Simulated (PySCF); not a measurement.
**Threshold energies of BO in a plasma**

PBE0 in PySCF with def2-TZVPPD on every atom, for the lowest determinant that a PBE0 search found; no spin–orbit coupling.

```
species  state (unpaired electrons)  Re (Å)  ωe (cm⁻¹)  energy of the minimum from the neutral (eV)  De (eV)  dissociates to
     BO               doublet (σ ↑)   1.201       1933                                         0.00     8.45           B + O
    BO⁺      singlet (closed shell)   1.185       1973                                        13.23     3.86          B⁺ + O
    BO⁻      singlet (closed shell)   1.233       1752                                        -2.39     9.45          B + O⁻
```

Task: Work out the lowest energy to break BO into atoms, from its vibrational ground state.

Result: D0 = De − ωe/2 = 8.45 − 0.12 = 8.33 eV (PBE0/def2-TZVPPD).

Task: Work out the ionisation energy of the B atom at this level and the threshold of dissociative ionisation.

Result: IE(B) = 13.23 + 3.86 − 8.45 = 8.64 eV, so B⁺ + O + e⁻ appears at D0 + IE(B) = 16.97 eV (PBE0/def2-TZVPPD). The measured IE(B) is 8.298 eV (NIST ASD).

Task: Work out the electron affinity of the O atom and the threshold of dissociative attachment.

Result: EA(O) = 8.45 − 9.45 − (-2.39) = 1.39 eV, so B + O⁻ needs D0 − EA(O) = 6.94 eV (PBE0/def2-TZVPPD). The measured EA(O) is 1.461 eV.

Task: At which energy does ion-pair formation open?

Result: B⁺ + O⁻ lies at D0 + IE(B) − EA(O) = 15.58 eV (PBE0/def2-TZVPPD).

These are thermodynamic thresholds; the onsets seen under electron impact lie higher where the geometry changes, and cross-sections peak well above them.

For an ion De counts to the pair picked by the measured ionisation energies or electron affinities, which need not be the lowest pair at this level. States were picked by a PBE0 search and need not be the measured ground states.
